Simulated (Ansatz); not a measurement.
CHO+ (`C#[O+]`), 3 atoms. Total charge 1; spin multiplicity 1. All runs use 2 threads of an AMD EPYC 7R13 on a shared host. Correlated methods freeze the cores.

(1) How many basis functions does each run have, and how long does it take in Ansatz? RKS PBE0-D4/def2-QZVPP energy; RKS ωB97M-V/def2-SVP energy; RHF-CCSD(T)/def2-SVP energy; RHF-CCSD(T)/cc-pV(T+d)Z energy; RKS LC-ωPBE/def2-TZVPP energy; RKS PBE0-D4/def2-TZVP frequencies; RHF-CCSD(T)/cc-pV(D+d)Z energy; direct RPA on PBE orbitals/def2-TZVPP energy; RKS r2SCAN-D4/def2-TZVPP energy and forces; RHF-CCSD(T)/def2-TZVPP energy; RKS PBE0-D4/def2-TZVP relaxation (4 steps); RKS ωB97M-V/def2-QZVPP energy. (Estimate.)

## Answers

(1) Ansatz gave: Other jobs shared the machine, so times are rough.

```json
{"level": "RHF-CCSD(T)/cc-pV(D+d)Z", "job": "energy", "functions": "33", "wall time": "0.2 s", "peak host memory (GiB)": "0.12"}
{"level": "RHF-CCSD(T)/def2-SVP", "job": "energy", "functions": "33", "wall time": "0.26 s", "peak host memory (GiB)": "0.13"}
{"level": "RKS LC-ωPBE/def2-TZVPP", "job": "energy", "functions": "76", "wall time": "0.35 s", "peak host memory (GiB)": "0.13"}
{"level": "RKS ωB97M-V/def2-SVP", "job": "energy", "functions": "33", "wall time": "0.41 s", "peak host memory (GiB)": "0.15"}
{"level": "RHF-CCSD(T)/cc-pV(T+d)Z", "job": "energy", "functions": "74", "wall time": "0.45 s", "peak host memory (GiB)": "0.2"}
{"level": "RHF-CCSD(T)/def2-TZVPP", "job": "energy", "functions": "76", "wall time": "0.55 s", "peak host memory (GiB)": "0.2"}
{"level": "RKS PBE0-D4/def2-QZVPP", "job": "energy", "functions": "144", "wall time": "0.56 s", "peak host memory (GiB)": "0.2"}
{"level": "RKS r2SCAN-D4/def2-TZVPP", "job": "energy and forces", "functions": "76", "wall time": "0.56 s", "peak host memory (GiB)": "0.15"}
{"level": "direct RPA on PBE orbitals/def2-TZVPP", "job": "energy", "functions": "76", "wall time": "0.6 s", "peak host memory (GiB)": "0.16"}
{"level": "RKS ωB97M-V/def2-QZVPP", "job": "energy", "functions": "144", "wall time": "1.4 s", "peak host memory (GiB)": "0.23"}
{"level": "RKS PBE0-D4/def2-TZVP", "job": "relaxation (4 steps)", "functions": "68", "wall time": "1.4 s", "peak host memory (GiB)": "0.16"}
{"level": "RKS PBE0-D4/def2-TZVP", "job": "frequencies", "functions": "68", "wall time": "3.3 s", "peak host memory (GiB)": "0.17"}
```

LC-ωPBE has ω = 0.4 bohr⁻¹.
